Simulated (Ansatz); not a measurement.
# SiH3F + H2S: a complex and its separated parts

The complex below is one end of an elementary step. How strongly is it bound against its free parts?

Method: PBE0-D4/def2-TZVP structures, single points in def2-TZVPP, no counterpoise correction; program: Ansatz 0.2.0, Gaussian basis.

Levels: SPW92, PBE-D4, BLYP-D4, r2SCAN-D4, B97M-V, PBE0-D4, B3LYP-D4, r2SCAN0-D4, BHLYP-D4, CAM-B3LYP-D4, wB97X-V, wB97M-V, B2PLYP, PBE-QIDH, RPA on PBE, Hartree-Fock, MP2, CCSD, CCSD(T).

Cores are frozen in the correlated methods. B3LYP uses VWN-RPA correlation. B2PLYP carries no dispersion term here.

21 further runs of the same task are left out: 21 set aside as unsound or not needed.

**1. Starting geometry**

The complex: 8 atoms, charge 0, spin multiplicity 1.

Atoms are counted from 1 here; the program's logs count them from 0.

Bond lengths: Si1–H3 1.483 Å, Si1–H4 1.480 Å, Si1–H5 1.480 Å, Si1–F7 1.605 Å, S2–H6 1.342 Å, S2–H8 1.342 Å. Angles: H3–Si1–H4 110.3°, H3–Si1–H5 110.4°, H3–Si1–F7 107.0°, H4–Si1–H5 111.4°, H4–Si1–F7 108.7°, H5–Si1–F7 108.8°, H6–S2–H8 92.2°.

Geometry (Å):

```xyz
8
charge 0, multiplicity 1
Si   -0.6394    0.7536   -0.9299
S     0.5111   -1.5760    1.7542
H    -0.9758    1.6509   -2.0621
H    -0.5504    1.5270    0.3291
H    -1.6312   -0.3392   -0.8243
H     1.2797   -1.5529    0.6543
F     0.8002    0.1169   -1.2459
H     1.2057   -0.5801    2.3247
```

Its parts: SiH3F holds atoms 1, 3, 4, 5, 7; H2S holds atoms 2, 6, 8. Each part counts its atoms afresh in its own runs.

**2. Relaxing SiH3F alone**

The input, relax-a/in.yaml:

```yaml
crystal:
  periodic: [false, false, false]
  atoms:
    - {symbol: Si, position_ang: [-0.639376, 0.753599, -0.929923]}
    - {symbol: H, position_ang: [-0.975814, 1.650909, -2.062116]}
    - {symbol: H, position_ang: [-0.550416, 1.526984, 0.329074]}
    - {symbol: H, position_ang: [-1.631158, -0.339250, -0.824344]}
    - {symbol: F, position_ang: [0.800189, 0.116879, -1.245912]}
basis:
  gaussian: {orbitals: def2-TZVP}
hamiltonian: {xc: pbe0, dispersion: d4}
relax: {f_tol: 0.005, max_steps: 200}
```

No record of the launch command was kept for these runs.

Further steps of the session: Relaxing H2S alone; wB97M-V/def2-TZVPP; CCSD(T)/def2-TZVPP; CCSD(T)/def2-QZVPP; Vibrations of SiH3F; Vibrations of H2S.

What does the calculation give? Wanted: complex less parts, CCSD(T)/def2-TZVPP; with zero-point energy; largest T1 diagnostic.

The runs gave:

```
                              quantity        value
complex less parts, CCSD(T)/def2-TZVPP  -7.8 kJ/mol
                with zero-point energy  -4.1 kJ/mol
                 largest T1 diagnostic        0.011
```

**Reading.** At CCSD(T) the complex lies 7.8 kJ/mol below its parts. The functionals run from PBE-QIDH, off by +0.7 kJ/mol, to SPW92, off by -8.7 kJ/mol, against CCSD(T). By rung, the mean size of the error is: LDA 8.7, GGA 3.5, meta-GGA 2.3, hybrid 2.9, range-separated hybrid 2.5, double hybrid 1.6 kJ/mol. PBE-D4 gives a relative energy 4.1 kJ/mol too low, an error of 52 % of the reference. No counterpoise was applied, and triple zeta lacks some correlation, so the CCSD(T) reference has a basis error of its own, and close matches with it are partly luck.
